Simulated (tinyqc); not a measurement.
Worked calculation: extended Hueckel theory, for SiH4+. The parameters take no account of the charge, which enters only through the electron count. One step of it, computed by the program tinyqc.

Question. Wolfsberg-Helmholz matrix. H_ij = K' S_ij (H_ii + H_jj)/2 for i != j (the diagonal keeps H_ii), with K' = 1.5.

overlap S:
```
           1Si 3s    1Si 3px    1Si 3py    1Si 3pz     2H 1s      3H 1s      4H 1s      5H 1s
1Si 3s   1.000000   0.000000   0.000000   0.000000  0.403921   0.403921   0.403921   0.403921
1Si 3px  0.000000   1.000000   0.000000   0.000000  0.295842   0.295842  -0.295842  -0.295842
1Si 3py  0.000000   0.000000   1.000000   0.000000  0.295842  -0.295842   0.295842  -0.295842
1Si 3pz  0.000000   0.000000   0.000000   1.000000  0.295842  -0.295842  -0.295842   0.295842
2H 1s    0.403921   0.295842   0.295842   0.295842  1.000000   0.045326   0.045326   0.045326
3H 1s    0.403921   0.295842  -0.295842  -0.295842  0.045326   1.000000   0.045326   0.045326
4H 1s    0.403921  -0.295842   0.295842  -0.295842  0.045326   0.045326   1.000000   0.045326
5H 1s    0.403921  -0.295842  -0.295842   0.295842  0.045326   0.045326   0.045326   1.000000
```

diagonal H_ii (eV): 1Si 3s -17.300000, 1Si 3px -9.200000, 1Si 3py -9.200000, 1Si 3pz -9.200000, 2H 1s -13.600000, 3H 1s -13.600000, 4H 1s -13.600000, 5H 1s -13.600000

K = 1.500000

Give: H.

Answer.

H (eV):
```
          1Si 3s  1Si 3px  1Si 3py  1Si 3pz    2H 1s    3H 1s    4H 1s    5H 1s
1Si 3s   -17.300    0.000    0.000    0.000   -9.361   -9.361   -9.361   -9.361
1Si 3px    0.000   -9.200    0.000    0.000   -5.059   -5.059    5.059    5.059
1Si 3py    0.000    0.000   -9.200    0.000   -5.059    5.059   -5.059    5.059
1Si 3pz    0.000    0.000    0.000   -9.200   -5.059    5.059    5.059   -5.059
2H 1s     -9.361   -5.059   -5.059   -5.059  -13.600   -0.925   -0.925   -0.925
3H 1s     -9.361   -5.059    5.059    5.059   -0.925  -13.600   -0.925   -0.925
4H 1s     -9.361    5.059   -5.059    5.059   -0.925   -0.925  -13.600   -0.925
5H 1s     -9.361    5.059    5.059   -5.059   -0.925   -0.925   -0.925  -13.600
```
